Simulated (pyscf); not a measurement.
Four-centre exchange: O=W(=O)(F)–F (SMILES [O]=[W](=[O])([F])[F]) + HCl (SMILES Cl) → O=W(=O)(F)–Cl (SMILES [O]=[W](=[O])([F])[Cl]) + HF (SMILES F)

Gas phase, singlet surface, charge 0. Bonds broken: W2–F4, Cl6–H7. Bonds formed: W2–Cl6, F4–H7. Optimised with ωB97X-D3(BJ)/def2-SVP in PySCF.

Transition state (Å):

```xyz
7

O     -0.1355     0.3452     1.4223
W     -1.1024    -0.1640     0.1375
O     -0.5042    -1.6643    -0.3492
F     -2.2409     1.0830    -1.0497
F     -2.7162    -0.5840     0.9545
Cl     0.2606     1.1213    -1.5945
H     -1.1562     1.4208    -1.6512
```

One imaginary mode, 582i cm⁻¹; descent along it reached the two sides named, in the forms told below.

```json
[
 {"bond": "W2–F4", "change": "breaks", "reactant side (Å)": "1.894", "saddle": "2.064", "product side": "2.500"},
 {"bond": "Cl6–H7", "change": "breaks", "reactant side (Å)": "1.288", "saddle": "1.449", "product side": "2.535"},
 {"bond": "W2–Cl6", "change": "forms", "reactant side (Å)": "2.9", "saddle": "2.551", "product side": "2.306"},
 {"bond": "F4–H7", "change": "forms", "reactant side (Å)": "2.404", "saddle": "1.286", "product side": "0.933"}
]
```

Electronic energies relative to the separated reactants (kcal/mol):

| level | barrier | reaction energy | reverse barrier |
|---|---|---|---|
| ωB97X-D3(BJ)/def2-TZVP | 5.5 | -3.0 | 8.4 |
| PBE/def2-TZVP | 7.1 | +1.0 | 6.1 |
| r²SCAN/def2-TZVP | 6.4 | +1.1 | 5.3 |
| B3LYP-D3(BJ)/def2-TZVP | 9.0 | +0.3 | 8.8 |
| PBE0-D3(BJ)/def2-TZVP | 7.2 | -1.1 | 8.2 |
| M06-2X/def2-TZVP | 8.5 | -1.4 | 10.0 |
| ωB97M-D3(BJ)/def2-TZVP | 10.3 | +1.2 | 9.2 |

With ωB97M-D3(BJ)/def2-TZVP energies and thermal terms (ideal gas, 1 atm, RRHO with modes under 100 cm⁻¹ raised to 100, one conformer, R ln 2 for chiral ones without a mode under 150 cm⁻¹), in kcal/mol:

| T (K) | ΔH‡ | ΔG‡ | ΔH | ΔG |
|---|---|---|---|---|
| 298 | 9.5 | 19.9 | +2.4 | +2.1 |
| 600 | 9.5 | 30.6 | +2.5 | +1.7 |
| 900 | 9.8 | 41.1 | +2.5 | +1.3 |
| 1200 | 10.3 | 51.4 | +2.5 | +0.9 |

On the reactant side the descent ends in a complex, 4.3 kcal/mol under the separated species and 9.7 kcal/mol under the saddle at ωB97X-D3(BJ)/def2-TZVP. On the product side the descent ends in a complex, 6.2 kcal/mol under the separated species and 14.7 kcal/mol under the saddle at ωB97X-D3(BJ)/def2-TZVP. This is the saddle that the search found; another between the same sides may lie lower. Elements past Kr carry the def2 core potentials, without spin-orbit coupling.
